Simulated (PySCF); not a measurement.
H2N, SMILES [NH2], multiplicity 2. Atoms are numbered in the order given.

```xyz
3

N      0.0000     0.0000    -0.1418
H      0.0000    -0.8063     0.4962
H      0.0000     0.8063     0.4962
```
Charge 0, spin multiplicity 2.

Geometry optimised at B3LYP-D3(BJ)/def2-TZVPD. The isomer is the one that the SMILES or the coordinates give; other isomers of the formula were not compared.

Level of theory: ωB97X/def2-TZVPD (PySCF).

Mulliken values depend strongly on the basis, most of all with diffuse functions as here. ESP charges are fitted to the potential on shells at 1.4 to 2.0 van der Waals radii. Atomic charges (e):

```json
[
 {"atom": "N1", "meta-Löwdin": "-0.43", "ESP fit": "-0.58", "Mulliken": "-0.46", "Mulliken spin": "0.97"},
 {"atom": "H2", "meta-Löwdin": "0.21", "ESP fit": "0.29", "Mulliken": "0.23", "Mulliken spin": "0.01"},
 {"atom": "H3", "meta-Löwdin": "0.21", "ESP fit": "0.29", "Mulliken": "0.23", "Mulliken spin": "0.01"}
]
```
